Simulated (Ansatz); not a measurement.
**hcp Tl**

Level of theory: r²SCAN (plane waves, PAW; Ansatz, an electronic-structure program).

Numerical settings: plane-wave cutoff 500 eV, 5×5×5 k mesh, Fermi–Dirac smearing 0.1 eV, cell of 36 sites, scalar-relativistic PAW data made under PBE.

Cell: relaxed at this level.

```yaml
vacancy_formation_energy: 0.52 eV
vacancy_formation_energy_before_relaxation: 0.54 eV
```

Note: energies are extrapolated to zero smearing, and mesh and cell size move such values by some hundredths of an eV or more.

Spin–orbit coupling is not included; it can shift volumes and moduli of such heavy elements.

Static lattice: no zero-point or thermal effects.

The result took very roughly 50 core-minutes.
